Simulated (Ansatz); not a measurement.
C (P6₃/mmc, No. 194, 12 atoms in the cell; start mp-606949), treated with PBE0 in Ansatz (PAW).

Settings: plane-wave cutoff 500 eV, 12×12×1 k mesh (along the axes of the cell as run), Fermi–Dirac smearing 0.05 eV, scalar-relativistic PAW data made under PBE.

Cell (relaxed with r²SCAN):

C is modelled in the hexagonal space group P6₃/mmc (No. 194), Pearson symbol hP12. Cell: a = b = 2.456 Å, c = 29.647 Å, α = β = 90.00°, γ = 120.00°. C1 on 4f sees 3 C at 1.418 Å (trigonal planar). C2 on 4f has 3 C at 1.418 Å (trigonal planar). C3 on 2b has 3 C at 1.418 Å (trigonal planar). C4 on 2d has 3 C at 1.418 Å (trigonal planar). (Neighbours: up to the widest gap in distance over summed covalent radii, below 1.35, at either atom.)

Give the computed band gap.


* **band gap**: 0.11 eV (under three smearing widths, so not firm)

Note: exact exchange on metals is sensitive to the k mesh and can open a false gap; cell and atoms aren't relaxed at this level (largest force component 0.02 eV/Å, pressure -1.4 GPa).

A start named mp-… is a Materials Project structure, which need not be a measured phase.

Ansatz is an electronic-structure program.
